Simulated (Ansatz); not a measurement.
# H₂MgOS: vertical ionisation energy

How much energy removes an electron from H₂MgOS at fixed geometry? The cation is run at each level and the neutral's energy taken from earlier runs.

Method: unrestricted cation, the program's frozen cores in correlated methods; program: Ansatz 0.2.0, Gaussian basis.

The runs, in order: UKS PBE-D4/def2-TZVPP; UKS r2SCAN-D4/def2-TZVPP; UKS PBE0-D4/def2-TZVPP; UKS B3LYP-D4/def2-TZVPP; UKS wB97X-V/def2-TZVPP; UKS wB97M-V/def2-TZVPP; UKS B2PLYP/def2-TZVPP; UHF-CCSD(T)/def2-TZVPP; UHF-MP2/def2-QZVPP; extrapolation to the limit; then −ε(HOMO) from the neutral's earlier runs with LDA (SPW92), PBE-D4, revPBE-D4, BLYP-D4, r2SCAN-D4, B97M-V, PBE0-D4, B3LYP-D4, r2SCANh-D4, r2SCAN0-D4, HSE06-D4, BHLYP-D4, CAM-B3LYP-D4, LC-ωPBE, ωB97X-V, ωB97M-V.

## 1. The geometry

An earlier PBE0-D4 in a triple-zeta def2 set relaxation fixed the geometry.

SMILES `[OH][Mg][SH]`, 5 atoms, charge 0, spin multiplicity 1.

Atoms are counted from 1 here; the program's logs count them from 0.

Bond lengths: O1–Mg2 1.757 Å, O1–H4 0.947 Å, Mg2–S3 2.284 Å, S3–H5 1.345 Å. Angles: Mg2–O1–H4 164.9°, O1–Mg2–S3 178.2°, Mg2–S3–H5 92.7°.

## 2. Cation, UKS PBE-D4/def2-TZVPP

in.yaml reads:

```yaml
crystal:
  periodic: [false, false, false]
  atoms:
    - {symbol: O, position_ang: [-1.217047, -1.288849, 0.406924]}
    - {symbol: Mg, position_ang: [-0.201283, 0.031558, -0.150630]}
    - {symbol: S, position_ang: [1.077446, 1.793727, -0.840828]}
    - {symbol: H, position_ang: [-1.667382, -2.115482, 0.509926]}
    - {symbol: H, position_ang: [2.058165, 1.505346, 0.033209]}
basis:
  gaussian: {orbitals: def2-TZVPP}
total_charge: 1
magnetization: {spin_polarized: true, initial_magnetization: 1}
hamiltonian: {xc: pbe, dispersion: d4}
```

The runs that follow: Cation, UKS r2SCAN-D4/def2-TZVPP; Cation, UKS PBE0-D4/def2-TZVPP; Cation, UKS B3LYP-D4/def2-TZVPP; Cation, UKS wB97X-V/def2-TZVPP; Cation, UKS wB97M-V/def2-TZVPP; Cation, UKS B2PLYP (frozen core)/def2-TZVPP; Cation, UHF-CCSD(T)/def2-TZVPP; Cation, UHF-MP2/def2-QZVPP.

Q: Predict the results of all the runs planned. Wanted: ionisation energy, CCSD(T)/CBS; nearest functional by difference; nearest −ε(HOMO); −ε(HOMO) of PBE; T1 of the cation.

**Answer**, as computed:

| quantity | value |
| --- | --- |
| ionisation energy, CCSD(T)/CBS | 9.72 eV |
| nearest functional by difference | ωB97M-V (-0.09 eV) |
| nearest −ε(HOMO) | LC-ωPBE (+0.11 eV) |
| −ε(HOMO) of PBE | 5.95 eV |
| T1 of the cation | 0.012 |

In words: Energy differences with functionals land within 0.58 eV of the reference. −ε(HOMO) of PBE misses by 3.8 eV, since self-interaction lifts the level. Among orbital estimates LC-ωPBE comes nearest. Hartree-Fock falls 1.30 eV short, as the neutral has more correlation energy than the cation. Correlated methods include outer-core shells of Mg, which these sets cover unevenly.
